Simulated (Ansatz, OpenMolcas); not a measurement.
## How methods differ on BF (SMILES [B]F)

BF: 2 atoms, total charge 0, spin state singlet. SMILES: `[B]F`. The shape is that of a GFN2-xTB optimisation.

| atom | x (Å) | y (Å) | z (Å) |
| --- | --- | --- | --- |
| B | 0.0000 | 0.0000 | 0.0000 |
| F | 0.0000 | 0.0000 | 1.2444 |

Each level gives the energy change with the B1–F2 bond stretched from 1.244 to 3.111 Å (eV). The values are calculated.

```tsv
level	kind	program	value (eV)	less FCI/STO-3G	CPU time (all runs)
SVWN5/STO-3G (restricted)	LDA	Ansatz	9.81	+2.65	1 s
PBE/STO-3G (restricted)	GGA	OpenMolcas	9.21	+2.05	13 s
r2SCAN/STO-3G (restricted)	meta-GGA	OpenMolcas	9.74	+2.58	12 s
B3LYP/STO-3G (restricted)	global hybrid	OpenMolcas	10.12	+2.96	5.6 s
wB97X/STO-3G (restricted)	range-separated hybrid	Ansatz	11.03	+3.87	4.5 s
B2PLYP/STO-3G (restricted)	double hybrid	Ansatz	9.17	+2.01	1.6 s
CASPT2(2,2)/STO-3G	multireference	OpenMolcas	7.35	+0.19	3 s
CCSDT(Q)/STO-3G (restricted)	coupled cluster or CI	Ansatz	7.19	+0.03	1.1 s
CCSDT/STO-3G (restricted)	coupled cluster or CI	Ansatz	7.16	0.00	0.69 s
FCI/STO-3G	exact in the basis	Ansatz	7.16	0.00	0.44 s
```

FCI/STO-3G is exact within its basis and frozen core, so for wave-function methods in that basis the difference is their error; functionals converge differently with the basis, so for them it is only a difference. The first shape isn't each level's own minimum. The values span 7.16 to 11.03 eV. All rows use very small basis sets, so even the best lies far from the true value. CPU times are rough (shared hosts, several kinds of processor): they show what a rung costs within a factor of a few.
